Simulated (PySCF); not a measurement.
Fill in the blanks.

Formic anhydride, C2H2O3.
SMILES: `C(=O)OC=O`

Conformer (atom-mapped SMILES and torsion angles): `[O:1]=[CH:2][O:3][CH:4]=[O:5]`: O1–C2–O3–C4 0°, C2–O3–C4–O5 0°.

| property | level | value |
| --- | --- | --- |
| point group of the GFN2-xTB geometry | GFN2-xTB | C2v |
| rotational constants A, B, C of the GFN2-xTB geometry | GFN2-xTB | 11.788, 4.878, 3.450 GHz |
| dipole moment | PBE0/def2-SVPD | 3.54 D |
| HOMO energy | PBE0/def2-SVPD | -8.42 eV |
| LUMO energy | PBE0/def2-SVPD | -1.64 eV |
| lowest singlet excitation | TDDFT PBE0/def2-SVPD | 4.71 eV (263 nm, f = 0.002) |
| strongest line among the 8 lowest singlet transitions | TDDFT PBE0/def2-SVPD | ? |
| lowest triplet excitation (Tamm–Dancoff) | TDA PBE0/def2-SVPD | 4.18 eV |
| static isotropic polarisability | PBE0/def2-SVPD | 34.4 au |
| electronic spatial extent ⟨r²⟩ about the centre of nuclear charge | PBE0/def2-SVPD | ? |
| 13C chemical shifts (computed TMS as zero) by class | GIAO PBE0/pcSseg-1 | ? |
| 1H chemical shifts (computed TMS as zero) by class | GIAO PBE0/pcSseg-1 | 8.06 (2 H) ppm |
| isotropic shieldings of nuclei other than C and H, by class | GIAO PBE0/pcSseg-1 | ? |
| largest of the computed one-bond spin–spin couplings (means over like bonds) | B3LYP/pcJ-1 | ? |

Electronic properties: PySCF, gas phase, density fitting.

**Question.** What are the isotropic shieldings of nuclei other than C and H, by class?

**Answer.** -168 (2 O), 18 (1 O) ppm.

**Question.** What is the electronic spatial extent ⟨r²⟩ about the centre of nuclear charge?

**Answer.** 342 bohr².

**Question.** What is the strongest line among the 8 lowest singlet transitions?

**Answer.** S4 at 7.58 eV (164 nm, f = 0.136).

**Question.** Give the 13C chemical shifts (computed TMS as zero) by class.

**Answer.** 158.7 (2 C) ppm.

**Question.** What are the largest of the computed one-bond spin–spin couplings (means over like bonds)?

**Answer.** 13C–1H +244.5 (×2), 17O–13C +42.6 (×2), 17O–13C +25.7 (×2) Hz.

With B = h/(8π²I), that is 505.379 GHz u Å² over I, the principal moments of inertia are 42.9, 103.6 and 146.5 u Å² (most abundant isotopes); the inertial defect Ic − Ia − Ib is 0.0 u Å² (zero for a rigid planar frame, negative otherwise). The dipole matches unit charges of opposite sign 0.74 Å apart (1 e·Å = 4.8032 D). The polarisability is 5.10 Å³ as a volume (1 au = 0.148185 Å³), or 0.91 au for each of the 38 electrons. In wavenumbers S1 is 38000 cm⁻¹ (1 eV = 8065.54 cm⁻¹). The principal polarisabilities are 23.1, 38.6 and 41.6 au; their mean is the isotropic value. No computed singlet falls in the visible range (750 to 380 nm, 1.65 to 3.26 eV); S1 lies 1.45 eV above its blue end.

One conformer stands for the species.
